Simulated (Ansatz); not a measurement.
The input, for Ansatz 0.2.0:

```yaml
crystal:
  periodic: [false, false, false]
  atoms:
    - {symbol: B, position_ang: [0.024887, 0.013137, 0.003030]}
    - {symbol: H, position_ang: [-0.155570, 0.882936, 0.864457]}
    - {symbol: H, position_ang: [-0.084690, -0.860880, 0.867615]}
    - {symbol: H, position_ang: [0.041064, 0.783784, -0.836513]}
    - {symbol: H, position_ang: [-0.067734, -0.946742, -0.928059]}
basis:
  gaussian: {orbitals: 6-31G}
total_charge: 1
correlation: {method: fic_mrcisd_q_relaxed, electrons: valence, active_space: {window: {electrons: 2, orbitals: 6}}}
```

```sh
$ ansatz run in.yaml --threads 1 --pin off --events-out ev --progress --plain --max-ram 2393MiB
```

Log:

```
254 factors; integrals over basis functions are off by at most 2.8e-4 eV
mean field evaluation 1: about -721.5832 eV, gradient 9.5e0 eV
mean field evaluation 2: about -721.5794 eV, gradient 9.4e0 eV
mean field evaluation 4: about -721.8979 eV, gradient 3.3e-1 eV
mean field evaluation 8: about -721.8984 eV, gradient 1.1e-6 eV
mean field -721.89842951 eV, -26.5292779642 hartree, gradient 2.7e-6 eV, S^2 0.000000; 0 other end points of the search recorded, 0 dependent functions left out
reference -721.89842951 eV, -26.5292779642 hartree; 4, 4 occupied and 13, 13 virtual orbitals, 254 factors
state -722.59934147 eV, -26.5550360034 hartree
contracted CI cycle   1: correlation -0.00000000 eV, -0.0000000000 hartree, residual 9.48e0 eV
contracted CI cycle   2: correlation -1.56147409 eV, -0.0573831143 hartree, residual 2.53e0 eV
contracted CI cycle   3: correlation -1.68528620 eV, -0.0619331256 hartree, residual 1.17e0 eV
contracted CI cycle   4: correlation -1.70984829 eV, -0.0628357657 hartree, residual 5.76e-1 eV
contracted CI cycle   5: correlation -1.71660896 eV, -0.0630842158 hartree, residual 2.51e-1 eV
contracted CI cycle   6: correlation -1.71802352 eV, -0.0631362000 hartree, residual 9.87e-2 eV
contracted CI cycle   7: correlation -1.71821883 eV, -0.0631433773 hartree, residual 3.77e-2 eV
contracted CI cycle   8: correlation -1.71824333 eV, -0.0631442777 hartree, residual 1.46e-2 eV
contracted CI cycle   9: correlation -1.71824716 eV, -0.0631444186 hartree, residual 5.12e-3 eV
contracted CI cycle  10: correlation -1.71824767 eV, -0.0631444372 hartree, residual 1.76e-3 eV
contracted CI cycle  11: correlation -1.71824774 eV, -0.0631444398 hartree, residual 6.63e-4 eV
state -722.59934147 eV, -26.5550360034 hartree; corrected -724.38784720 eV, -26.6207623769 hartree
Total energy: -724.38784720 eV, -26.6207623769 hartree
```

Ran on 1 thread of AMD EPYC, shared host: 1.2 s wall, 0.18 GiB peak host memory.
